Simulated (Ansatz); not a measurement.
# SiF₄ (singlet): the correlation ladder, STO-3G

Aim: climb from Hartree-Fock through coupled cluster and multireference methods for SiF₄ (singlet) at one geometry and basis, and see what each rung misses.

Computed with Ansatz 0.2.0, Gaussian basis. Level: STO-3G, core rule «outside noble gas», up to 9 orbitals frozen.

The runs, in order: UHF; CCSD(T) on RHF; BCCD(T) on RHF; CISD; CCSDT(Q) on RHF; CISDTQ; CCSDTQ on RHF; CASSCF and MRCISD+Q, 8 electrons in 8 orbitals; CASSCF and NEVPT2, 8 electrons in 8 orbitals; Full CI.

18 further runs of the same task are left out: 1 that didn't finish, 17 set aside as unsound or not needed.

## Step 1: What is computed

The geometry is an MP2(full)/6-31G* stationary point (not a proven minimum).

5 atoms, charge 0, spin multiplicity 1.

Atoms are counted from 1 here; the program's logs count them from 0.

Bond lengths: Si1–F2 1.581 Å, Si1–F3 1.581 Å, Si1–F4 1.581 Å, Si1–F5 1.581 Å. Angles: F2–Si1–F3 109.5°, F2–Si1–F4 109.5°, F2–Si1–F5 109.5°, F3–Si1–F4 109.5°, F3–Si1–F5 109.5°, F4–Si1–F5 109.5°.

## Step 2: UHF

Contents of in.yaml:

```yaml
crystal:
  periodic: [false, false, false]
  atoms:
    - {symbol: Si, position_ang: [0.000000, 0.000000, 0.000000]}
    - {symbol: F, position_ang: [0.912806, 0.912806, 0.912806]}
    - {symbol: F, position_ang: [-0.912806, -0.912806, 0.912806]}
    - {symbol: F, position_ang: [-0.912806, 0.912806, -0.912806]}
    - {symbol: F, position_ang: [0.912806, -0.912806, -0.912806]}
basis:
  gaussian: {orbitals: STO-3G}
magnetization: {spin_polarized: true, initial_magnetization: 0}
hamiltonian: {xc: hf}
output: {orbitals: {seedname: orbitals}}
```

Started as:

```console
$ ansatz run in.yaml --threads 1 --pin off --events-out ev --progress --plain --max-ram 4160MiB --backend cpu
```

After this run come: CCSD(T) on RHF; BCCD(T) on RHF; CISD; CCSDT(Q) on RHF; CISDTQ; CCSDTQ on RHF; CASSCF and MRCISD+Q, 8 electrons in 8 orbitals; CASSCF and NEVPT2, 8 electrons in 8 orbitals; Full CI.

**Question.** What will the summary of the whole plan be? Wanted: FCI below the RHF energy; RMP2 from FCI; RCCSD from FCI; RCCSD(T) from FCI; RCCSDT(Q) from FCI; NEVPT2 frontier from FCI; MRCISD+Q frontier from FCI; T1 diagnostic; effectively unpaired electrons.

As calculated:

```
                         quantity                                                  value
         FCI below the RHF energy                                             -3.0207 eV
                    RMP2 from FCI                                        +14.75 kcal/mol
                   RCCSD from FCI                                         +4.81 kcal/mol
                RCCSD(T) from FCI                                         +0.65 kcal/mol
               RCCSDT(Q) from FCI                                         -0.04 kcal/mol
         NEVPT2 frontier from FCI                                         +6.50 kcal/mol
       MRCISD+Q frontier from FCI                                         +1.10 kcal/mol
levels within 1 kcal/mol (43 meV)  RCCSD(T), BCCD(T), RCCSDT, CISDTQ, RCCSDT(Q), RCCSDTQ
                    T1 diagnostic                                                  0.010
   effectively unpaired electrons                                                   0.03
```

**Reading.** RCCSD(T) lands +0.65 kcal/mol from the yardstick (0.9 % of the correlation energy). One determinant dominates. Of the multireference levels listed MRCISD+Q frontier comes nearest in total energy (+1.10 kcal/mol), which doesn't show that its space is the better one. These misses are within one basis, not against nature.
